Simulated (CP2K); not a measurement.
**GFN2-xTB run of SiHCl (SMILES [SiH]Cl)**

Aim: the energy change on altering one bond length of SiHCl at GFN2-xTB, from 2 runs. 

Program for the calculation: CP2K 2026.2.

4 further runs of the same task are left out: 4 set aside as unsound or not needed.

### 1 The structure to begin with

The species is SiHCl (3 atoms), meant as a singlet with charge 0. SMILES: `[SiH]Cl`. The shape is that of a PBE0-D4/def2-TZVP optimisation.

Bond lengths: Si1–Cl2 2.076 Å, Si1–H3 1.529 Å. Angles: Cl2–Si1–H3 94.7°.

### 2 A single-point energy at GFN2-xTB

molecule.pdb

```
HETATM    1 Si   MOL A   1      -0.548   0.571  -0.234  1.00  0.00          SI
HETATM    2 Cl   MOL A   1       1.275   0.353   0.736  1.00  0.00          CL
HETATM    3 H    MOL A   1      -0.727  -0.924  -0.502  1.00  0.00           H
END
```

mol.inp

```
&GLOBAL
 PROJECT mol
 RUN_TYPE ENERGY
 PRINT_LEVEL MEDIUM
&END GLOBAL
&FORCE_EVAL
 METHOD QS
 &DFT
  CHARGE 0
  MULTIPLICITY 1
  ! Quickstep
  &QS
   METHOD XTB
   EPS_DEFAULT 1.0E-10
   &XTB
    GFN_TYPE TBLITE
    &TBLITE
     METHOD GFN2
    &END TBLITE
    CHECK_ATOMIC_CHARGES F
   &END XTB
  &END QS
  ! no periodic images
  &POISSON
   PERIODIC NONE
   POISSON_SOLVER ANALYTIC
  &END POISSON
  ! self-consistent field
  &SCF
   SCF_GUESS ATOMIC
   EPS_SCF 1.0E-07
   MAX_SCF 150
   ADDED_MOS 2
   &DIAGONALIZATION
    ALGORITHM STANDARD
   &END DIAGONALIZATION
   &MIXING
    METHOD DIRECT_P_MIXING
    ALPHA 0.4
   &END MIXING
  &END SCF
  &PRINT
   &MOMENTS
    PERIODIC F
    REFERENCE COM
    MAX_MOMENT 1
   &END MOMENTS
   &MO ON
    ENERGIES T
    OCCUPATION_NUMBERS T
    NDIGITS 6
    &EACH
     QS_SCF 0
    &END EACH
    ADD_LAST NUMERIC
   &END MO
   &HIRSHFELD OFF
   &END HIRSHFELD
  &END PRINT
 &END DFT
 &SUBSYS
  ! box in angstrom
  &CELL
   ABC [angstrom] 18 17.5 17.2
   PERIODIC NONE
  &END CELL
  &TOPOLOGY
   COORD_FILE_NAME molecule.pdb
   COORD_FILE_FORMAT PDB
   CONN_FILE_FORMAT OFF
   &CENTER_COORDINATES
   &END CENTER_COORDINATES
  &END TOPOLOGY
 &END SUBSYS
&END FORCE_EVAL
```

Launch:

```sh
$ OMP_NUM_THREADS=1 cp2k.psmp -i mol.inp > mol.out 2>&1
```

The log of the run:

```text
CP2K| version string:                                       CP2K version 2026.2
[...]
 GLOBAL| Method name                                                        CP2K
[...]
 GLOBAL| Run type                                                         ENERGY
[...]
                             - Atoms:                                          3
[...]
                             - Spherical basis functions:                     19
[...]
 Number of electrons:                                                         12
[...]
  *** SCF run converged in    19 steps ***
[...]
  Fermi energy:                                                -0.29594528997187
[...]
 TB_DIPOLE| Moment [Debye]         -2.75301686       0.89554835      -1.40033325
 TB_DIPOLE| Derivative [a.u.]       0.00000000       0.00000000       0.00000000
[...]
 ENERGY| Total FORCE_EVAL ( QS ) energy [hartree]             -6.775199018165117
[...]
```

Wall time 0.22 s (1 thread of Arm Neoverse V2, shared host).

### 3 The distorted shape at the same level

molecule.pdb

```
HETATM    1 Si   MOL A   1      -1.095   0.636  -0.525  1.00  0.00          SI
HETATM    2 Cl   MOL A   1       1.275   0.353   0.736  1.00  0.00          CL
HETATM    3 H    MOL A   1      -1.274  -0.858  -0.793  1.00  0.00           H
END
```

calc.inp

```
&global
    project calc
    run_type ENERGY
    print_level MEDIUM
&end global
&force_eval
    method Quickstep
    &dft
        charge 0
        multiplicity 1
        &qs
            method XTB
            eps_default 1.0E-10
            &xtb
                gfn_type TBLITE
                &tblite
                    method GFN2
                &end tblite
                check_atomic_charges F
            &end xtb
        &end qs
        &poisson
            periodic NONE
            poisson_solver ANALYTIC
        &end poisson
        &scf
            scf_guess ATOMIC
            eps_scf 1.0E-07
            max_scf 150
            added_mos 2
            &diagonalization
                algorithm STANDARD
            &end diagonalization
            &mixing
                method DIRECT_P_MIXING
                alpha 0.4
            &end mixing
        &end scf
        &print
            &moments
                periodic F
                reference COM
                max_moment 1
            &end moments
            &mo ON
                energies T
                occupation_numbers T
                ndigits 6
                &each
                    qs_scf 0
                &end each
                add_last NUMERIC
            &end mo
            &hirshfeld OFF
            &end hirshfeld
        &end print
    &end dft
    &subsys
        &cell
            abc [angstrom] 18.5 17.5 17.5
            periodic NONE
        &end cell
        &topology
            coord_file_name molecule.pdb
            coord_file_format PDB
            conn_file_format OFF
            &center_coordinates
            &end center_coordinates
        &end topology
    &end subsys
&end force_eval
```

Launch:

```sh
$ OMP_NUM_THREADS=1 cp2k.psmp -i calc.inp > calc.out 2>&1
```

The log of the run:

```text
CP2K| version string:                                       CP2K version 2026.2
[...]
 GLOBAL| Method name                                                        CP2K
[...]
 GLOBAL| Run type                                                         ENERGY
[...]
                             - Atoms:                                          3
[...]
                             - Spherical basis functions:                     19
[...]
 Number of electrons:                                                         12
[...]
  *** SCF run converged in    30 steps ***
[...]
  Fermi energy:                                                -0.34077138085196
[...]
 TB_DIPOLE| Moment [Debye]         -5.75724537       0.66229568      -3.06611304
 TB_DIPOLE| Derivative [a.u.]       0.00000000       0.00000000       0.00000000
[...]
 ENERGY| Total FORCE_EVAL ( QS ) energy [hartree]             -6.737958493569743
[...]
```

Run time: 0.24 s. Hardware: 1 thread of Arm Neoverse V2, shared host.

### 4 Outcome

At GFN2-xTB:

| quantity | value |
| --- | --- |
| first shape: total energy | -6.77520 Eh |
| first shape: dipole moment (from atomic charges alone) | 3.22 D |
| first shape: HOMO energy | -9.54 eV |
| first shape: LUMO energy | -7.14 eV |
| first shape: HOMO–LUMO gap | 2.40 eV |
| first shape: dispersion energy | -3.58 kJ/mol |
| distorted shape: total energy | -6.73796 Eh |
| distorted shape: dipole moment (from atomic charges alone) | 6.56 D |
| distorted shape: HOMO energy | -10.23 eV |
| distorted shape: LUMO energy | -8.36 eV |
| distorted shape: HOMO–LUMO gap | 1.87 eV |
| distorted shape: dispersion energy | -3.30 kJ/mol |
| energy change with the Si1–Cl2 bond stretched from 2.076 to 2.699 Å | 1.013 eV |

What this shows: With the Si1–Cl2 bond stretched from 2.076 to 2.699 Å the energy rises by 1.01 eV (23 kcal/mol). The first shape isn't relaxed at this level, so the change isn't measured from a minimum. The dipole (first shape) comes from point charges on the atoms alone, without atomic dipoles, so it is partial. The dipole (distorted shape) comes from point charges on the atoms alone, without atomic dipoles, so it is partial.
